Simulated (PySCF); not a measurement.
Working out the ionisation energy of P

P [Ne] 3s2 3p3 (4S) → P+ [Ne] 3s2 3p2 (3P). All numbers are calculated (PySCF 2.14, scalar relativity by spin-free X2C-1e, in dyall-av3z). Frozen: [Ne]; the 26 highest virtual orbitals dropped. Energies in hartree (1 hartree = 27.21139 eV):

```json
{"part": "UHF", "P (lower)": "-341.536904", "P+ (upper)": "-341.173190"}
{"part": "CCSD correlation", "P (lower)": "-0.102097", "P+ (upper)": "-0.083086"}
{"part": "(T)", "P (lower)": "-0.003987", "P+ (upper)": "-0.002316"}
```

Question: What does Hartree-Fock give?

Answer: (-341.173190) − (-341.536904) = 0.363714 hartree = 9.897 eV.

Question: What do CCSD and CCSD(T) give?

Answer: The CCSD correlation energies differ by 0.019011 hartree = 0.517 eV and the triples by 0.001671 hartree = 0.045 eV, so CCSD gives 10.414 eV and CCSD(T) 10.459 eV.

Measured between the centres of the two terms (NIST): 10.526 eV, so CCSD(T) (valence) is off by -0.067 eV.

What remains against the reference includes basis incompleteness, the frozen core and higher excitations.
